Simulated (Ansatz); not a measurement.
Basis-set extrapolation for `CN1CCC1` (PBE0-D4/def2-TZVP geometry, frozen core, Ansatz). Multiplicity 1, RHF reference.

```csv
,def2-TZVPP,def2-QZVPP
HF,-211.191601,-211.201605
MP2 correlation,-0.897462,-0.954425
CCSD(T) correlation,-0.981425,not run
```

Energies in hartree. Use E(X) = E(∞) + A·exp(−7.88·√X) for Hartree–Fock and E(X) = E(∞) + B·X^(−2.97) for correlation, with X = 3 and 4, and add CCSD(T) minus MP2 of the smaller set to the MP2 limit.

What is the CCSD(T) energy at the basis-set limit?

HF limit: -211.201605 + (-0.010004) × 0.13774 = -211.20298. MP2 limit: -0.954425 + (-0.056963) × 0.74074 = -0.99662. Higher-order term: -0.981425 − (-0.897462) = -0.08396. Total: -212.28356 hartree, 69.4 kcal/mol below CCSD(T)/def2-TZVPP.
